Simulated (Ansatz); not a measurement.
hcp Co, relaxed in Ansatz (plane waves) with several semilocal functionals. Each gives its own volume and its own elastic constant C11:

```
level   V0 (Å³/atom)  elastic constant C11 (GPa)   ln V0  ln C11
------  ------------  --------------------------  ------  ------
LDA           10.010                       462.0  2.3036  6.1356
PBEsol        10.373                       421.0  2.3392  6.0426
revPBE        11.078                       324.7  2.4050  5.7829
RPBE          11.165                       319.5  2.4128  5.7668
BLYP          11.353                       296.4  2.4295  5.6917
```

Q: Fit a straight line to ln C11 against ln V0. What does it predict for PBE, whose volume is 10.862 Å³/atom?

A: With x = ln V0 and y = ln C11: means 2.37802 and 5.88392; Σ(Δx Δy) = -0.04158, Σ(Δx²) = 0.01163, so the slope is -3.58. At x = 2.3853 the line gives y = 5.88392 + (-3.58) × (2.3853 − 2.37802) = 5.8579, or 350.0 GPa. The run with PBE gives 351.9 GPa, +0.5 % from the line. The rows used scatter about it by up to 2.0 %, while the largest value lies 56 % above the smallest.

Measured: 306 GPa (measured, temperature not stated, not corrected to a static lattice; as tabulated in Steinle-Neumann et al. (1999), arXiv:cond-mat/9904431).

Spin-polarised runs: LDA (parallel moments), PBEsol (parallel moments), PBE (parallel moments), revPBE (parallel moments), RPBE (parallel moments), BLYP (parallel moments).

Ansatz's density-functional and Hartree–Fock values are scalar-relativistic unless marked +SOC, with PAW data made under PBE.

Ansatz is a quantum-chemistry and plane-wave program.
